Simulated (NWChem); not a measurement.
An input for doublet CH5FSi−

CH5FSi− has 8 atoms, charge -1, and is taken as a doublet. As SMILES of the parent species, `C[SiH2]F`. The shape is that of a PBE0-D4/def2-TZVP optimisation. That shape belongs to the parent species and isn't relaxed for this state.

```xyz
8

C    -0.5214    0.7003   -0.4370
Si    0.4484   -0.6420    0.3952
F     1.9465   -0.6496   -0.1788
H    -0.5624    0.5425   -1.5171
H    -1.5467    0.7132   -0.0565
H    -0.0772    1.6803   -0.2484
H     0.5387   -0.4208    1.8607
H    -0.1337   -1.9812    0.1260
```

Settings wanted:

```yaml
task: energy
method: DFT
functional: CAM-B3LYP
basis_set: 6-311+G**
integral_approximation: none
reference: UKS
integration_grid: fine
SCF_convergence_threshold: 1e-08
iteration_cap: 100
module: dft
d_and_f_functions: spherical
```

Task: Write the NWChem 7.3.0 input and the command.

Result: One that was run (others would do as well):

mymol.xyz:
```
8

C     -0.521400     0.700300    -0.437000
Si     0.448400    -0.642000     0.395200
F      1.946500    -0.649600    -0.178800
H     -0.562400     0.542500    -1.517100
H     -1.546700     0.713200    -0.056500
H     -0.077200     1.680300    -0.248400
H      0.538700    -0.420800     1.860700
H     -0.133700    -1.981200     0.126000
```

run.py:
```python
from ase.io import read
from ase.calculators.nwchem import NWChem

atoms = read('mymol.xyz')

calc = NWChem(
    label='mymol',
    theory='dft',
    memory='2200 mb',
    basis='6-311+G**',
    basispar='spherical bse',
    charge=-1,
    dft={'xc': 'xcamb88 1.00 lyp 0.81 vwn_5 0.19 hfexch 1.00', 'cam': '0.33 cam_alpha 0.19 cam_beta 0.46', 'mult': '2', 'grid': 'fine', 'convergence': 'energy 1e-08', 'direct': None, 'iterations': '100', 'mulliken': None},
    task='energy',
)
atoms.calc = calc

e = atoms.get_potential_energy()
print(f"E = {e:.6f} eV")
```

```bash
$ export ASE_NWCHEM_COMMAND="nwchem PREFIX.nwi > PREFIX.nwo"
$ python run.py
```

Calculated total energy: -430.48236 Eh. The HOMO lies above zero, from self-interaction, a short basis or an unbound electron.
